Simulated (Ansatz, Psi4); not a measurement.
**Heat of formation of C2H2O (SMILES C1=CO1) from total energies**

C2H2O: 5 atoms, total charge 0, spin state singlet. As SMILES, `C1=CO1`. The shape is that of a PBE0-D4/def2-TZVP optimisation.

```xyz
5

C    -0.5508   -0.1800   -0.2817
C     0.4605    0.4138    0.1783
O     0.4012   -1.0385    0.4590
H    -1.4792   -0.3750   -0.7797
H     1.1683    1.1796    0.4241
```

Total energies at TPSS/aug-cc-pVDZ (Psi4 1.11); the atoms run unrestricted:

| species | state | energy (Eh) |
| --- | --- | --- |
| C2H2O | singlet | -152.525039 |
| C | triplet | -37.860002 |
| O | triplet | -75.086666 |
| H | doublet | -0.499637 |

Harmonic wavenumbers at PBE0-D4/def2-TZVP, in cm⁻¹: 189, 552, 637, 912, 973, 1102, 1850, 3340, 3414.

Measured heats of formation of the gaseous atoms at 298.15 K, in kJ/mol: C 716.9, O 249.2, H 218.0. Spin-orbit lowering of the atoms at 298 K (mean of the ground term's levels less their thermal mean, from spectra), in kJ/mol: C 0.02, O 0.40. Take 1 Eh = 2625.50 kJ/mol, 1 cm⁻¹ = 0.0119627 kJ/mol, RT = 2.479 kJ/mol.

Question: Work out the heat of formation of the gas at 298 K.

Answer: 
1. Electronic atomisation energy: 2 × (-37.860002) + (-75.086666) + 2 × (-0.499637) − (-152.525039) = 0.719095 Eh = 1888.0 kJ/mol.
2. Zero-point energy: half the sum of the wavenumbers, 6484.5 cm⁻¹ = 77.6 kJ/mol.
3. Thermal vibrational enthalpy, Σ hcν̃/(exp(hcν̃/kT) − 1): 2.7 kJ/mol. Translation, rotation and pV of a non-linear molecule: 4 RT = 9.9 kJ/mol.
4. The 5 free atoms carry 5/2 RT each: 31.0 kJ/mol.
5. Spin-orbit coupling lowers the free atoms by 2 × 0.02 + 0.40 = 0.4 kJ/mol.
6. Atomisation enthalpy at 298 K: 1888.0 − 0.4 − 77.6 − 2.7 − 9.9 + 31.0 = 1828.4 kJ/mol.
7. Sum of the atoms' heats of formation: 2119.0 kJ/mol. Heat of formation: 2119.0 − 1828.4 = +290.6 kJ/mol.

The tabulated value is +275.9 kJ/mol (Active Thermochemical Tables), so this level is off by +14.7 kJ/mol, or 0.8 % of the atomisation enthalpy that the table implies (1843.1 kJ/mol). Anharmonicity and any spin-orbit splitting of the molecule are left out.
